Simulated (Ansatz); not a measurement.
in.yaml

```yaml
crystal:
  periodic: [false, false, false]
  atoms:
    - {symbol: Be, position_ang: [0.000000, 0.000000, 0.000000]}
    - {symbol: H, position_ang: [2.514427, 0.025215, 0.000000]}
    - {symbol: H, position_ang: [-1.279051, 2.164943, -0.005645]}
    - {symbol: H, position_ang: [-1.235377, -2.190158, 0.005645]}
basis:
  gaussian: {orbitals: "6-31++G**"}
total_charge: -1
magnetization: {spin_polarized: false}
correlation: {method: bccd_t, electrons: outside_noble_gas}
accuracy: high
```

```sh
$ ansatz run in.yaml --threads 1 --pin off --events-out ev --progress --plain --max-ram 2393MiB
```

Roughly how long does this take on 1 thread of Arm Neoverse V1, shared host, and how much host memory?

0.84 s wall and 0.2 GiB.

```
729 factors; integrals over basis functions are off by at most 3.5e-9 eV
mean field evaluation 1: about -437.1959 eV, gradient 8.6e0 eV
mean field evaluation 2: about -437.1969 eV, gradient 8.6e0 eV
mean field evaluation 4: about -438.2337 eV, gradient 1.2e0 eV
mean field evaluation 8: about -438.2615 eV, gradient 2.4e-4 eV
mean field evaluation 16: about -438.2610 eV, gradient 1.1e-1 eV
mean field evaluation 32: about -411.7878 eV, gradient 1.2e1 eV
mean field -438.26150648 eV, -16.1058132988 hartree, gradient 2.2e-8 eV, S^2 0.000000; 1 other end points of the search recorded, 0 dependent functions left out; unrestricted orbitals would lower it
1 core orbitals not correlated: weight in the atoms' cores, before any rotation towards them, 1.000 or more for the frozen orbitals, at most 0.000 for the correlated occupied ones
reference -438.26150648 eV, -16.1058132988 hartree; 3, 3 occupied and 33, 33 virtual orbitals, 729 factors
second order -2.09812937 eV of doubles, -0.00000000 eV of singles
cycle   1  -2.60474468 eV  change   -5.1e-1 eV  update   1.1e-1
cycle   2  -3.01784174 eV  change   -4.1e-1 eV  update   5.7e-2
cycle   3  -3.08141494 eV  change   -6.4e-2 eV  update   2.0e-2
cycle   4  -3.07283958 eV  change    8.6e-3 eV  update   5.8e-3
...
cycle  17  -3.07834547 eV  change   -1.5e-9 eV  update   5.4e-8
cycle  18  -3.07834538 eV  change    8.9e-8 eV  update   1.9e-7
cycle  19  -3.07834532 eV  change    6.5e-8 eV  update   7.6e-8
cycle  20  -3.07834531 eV  change    1.3e-8 eV  update   3.6e-8
cycle  21  -3.07834530 eV  change    1.0e-8 eV  update   1.5e-8
cycle  22  -3.07834530 eV  change   -3.2e-9 eV  update   7.2e-9
cycle  23  -3.07834530 eV  change  -2.4e-10 eV  update   3.1e-9
cycle  24  -3.07834530 eV  change   2.2e-10 eV  update   1.3e-9
cycle  25  -3.07834530 eV  change   2.4e-10 eV  update  6.9e-10
cycle  26  -3.07834530 eV  change   3.8e-10 eV  update  3.3e-10
perturbative correction -0.14432372 eV, -0.0053037988 hartree
Total energy: -441.48417549 eV, -16.2242442007 hartree
```
